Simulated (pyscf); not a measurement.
Structures and frequencies: ωB97X-D3(BJ)/def2-SVP in PySCF. MP2 and CC: frozen core, UHF for open shells. ΔMP2 is the change of the MP2 total energy from the triple- to the quadruple-zeta basis.

SMILES: [F][Al]([Cl])[Cl]
```xyz
4

F      1.3932     1.5740    -0.9251
Al     0.3118     0.5105    -0.2695
Cl     0.3970     0.1023     1.7568
Cl    -1.0928    -0.3812    -1.4988
```

**Question.** What is the homolytic dissociation enthalpy (298 K, CCSD(T)/def2-TZVPP + ΔMP2(QZVPP)) of the Al–F bond of `[F][Al]([Cl])[Cl]`, to F• + [Cl–Al–Cl]•?

**Answer.** Al–F to F• + [Cl–Al–Cl]•: 646.8 kJ/mol. The radicals are drawn with the spin at the cut bond; how far it spreads was not checked. The CCSD(T) − MP2 part came from Ansatz, without density fitting, on the same reference. Left out: the spin-orbit lowering of F.
